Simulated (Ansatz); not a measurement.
A calculation with Ansatz (development build ahead of 0.2.0).

```yaml
crystal:
  periodic: [false, false, false]
  atoms:
    - { symbol: H, position_ang: [0.0, 0.0, -1.42875] }
    - { symbol: C, position_ang: [0.0, 0.0, -0.43854] }
    - { symbol: C, position_ang: [0.0, 0.0, 0.67666] }
basis:
  gaussian: { orbitals: cc-pVTZ }
magnetization:
  spin_polarized: true
  initial_magnetization: 1
hamiltonian:
  xc: hf
correlation:
  method: mp2
  frozen_orbitals: { C: 1, H: 0 }
```

The input is written out in the form of the current development build from the run's settings.

The run gave:

| Quantity | Value |
| --- | --- |
| Converged | yes |
| Reference energy | -76.15837 hartree |
| Correlation energy | -0.24843 hartree |
| Total energy | -76.40680 hartree |
| Spin squared of the determinant | 0.897 |

Caution: the unrestricted determinant is spin contaminated.
